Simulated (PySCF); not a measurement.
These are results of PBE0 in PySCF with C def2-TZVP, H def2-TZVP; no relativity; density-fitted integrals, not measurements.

Each entry is the lowest minimum that a search over a few typed start shapes (and spin states, where more than one is plausible) found, or that minimum re-optimised at the stated level; isomers with ligand–ligand bonds, or fragments after loss of a ligand pair, can lie lower. Open shells are unrestricted.

CH3 is a doublet of D3h symmetry with C–H 1.080 Å (×3); H–C–H 120.0° (×3). Its wavenumbers are 526, 1401 (×2), 3130, 3314 (×2) cm⁻¹.

Q: What changes when one electron is removed, giving CH₃⁺?

A: It costs 9.95 eV between the minima (9.99 eV with zero-point energy). CH₃⁺ is a singlet of D3h symmetry with C–H 1.093 Å (×3); H–C–H 120.0° (×3); wavenumbers 1406 (×2), 1418, 3035, 3233 (×2) cm⁻¹.
